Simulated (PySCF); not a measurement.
## Substituent effects on chemical shifts

Parent skeleton `[CH2:1]=[CH2:2]`; one hydrogen on atom 1 is replaced by X. Hydrogens on one atom are averaged.

[PySCF 2.14: geometry from GFN2-xTB; GIAO PBE0/pcSseg-1 shieldings; no solvent; single conformer; no relativistic terms; fast rotation and ring inversion assumed for equivalent nuclei]

Scale: TMS for 13C (186.93 ppm) and 1H (31.72 ppm) (reference shieldings calculated alike).

Parent (X = H): C1 130.9, C2 130.9, H(C1) 5.79, H(C2) 5.79 ppm. Effects are Δδ = δ(X) − δ(H), positive for deshielding.

Question: Give Δδ (ppm) for X = CCl3, CF3, CH2OCH3, N=CH2, OCF3, Cl, COOH, COO-.

Answer: 
| X | SMILES | C1 | C2 | H(C1) | H(C2) |
| --- | --- | --- | --- | --- | --- |
| CCl3 | C=CC(Cl)(Cl)Cl | +18.0 | -7.5 | +0.68 | +0.11 |
| CF3 | C=CC(F)(F)F | +4.9 | +0.1 | +0.36 | +0.39 |
| CH2OCH3 | C=CCOC | +16.4 | -5.5 | +0.43 | -0.24 |
| N=CH2 | C=CN=C | +25.0 | -31.6 | +1.79 | -1.39 |
| OCF3 | C=COC(F)(F)F | +19.5 | -27.2 | +0.63 | -0.62 |
| Cl | C=CCl | +9.7 | -6.4 | +0.63 | -0.07 |
| COOH | C=CC(=O)O | +3.2 | +12.2 | +0.57 | +0.94 |
| COO- | C=CC(=O)[O-] | +29.3 | -17.2 | +0.42 | -0.61 |

Question: Which position responds most, and to which substituents?

Answer: C2: from -31.6 ppm with N=CH2 to +12.2 ppm with COOH.
